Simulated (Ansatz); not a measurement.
C3H7NS can be A, `CNCC=S`, or B, `CCNC=S`.

Computed with Ansatz on PBE0-D4/def2-TZVP structures; ΔE is electronic, products minus reactants. CCSD(T)/CBS adds triple-zeta CCSD(T) − MP2 to the extrapolated MP2 energy (def2 sets, frozen cores). DFT in def2-TZVPP. B3LYP here is the variant with VWN-RPA as its local correlation; programs differ in this. Each species was taken in one conformer, which may not be the lowest.

Task: Which isomer does CCSD(T)/CBS put lower? Give the gap. (Best estimate.)

Result: Computed: B, by 89.5 kJ/mol.

Task: Give E(B) − E(A) in kJ/mol with PBE0-D4, PBE-D4, B3LYP-D4, B2PLYP, CCSD(T)/def2-TZVPP, MP2/def2-TZVPP, ωB97M-V. (An estimate is asked.)

Result: The calculation gave: PBE0-D4 -104.0, PBE-D4 -106.6, B3LYP-D4 -101.5, B2PLYP -99.6, CCSD(T)/def2-TZVPP -87.9, MP2/def2-TZVPP -93.6, ωB97M-V -94.6. None reverses the order clearly.

Largest T1 diagnostic: 0.015.
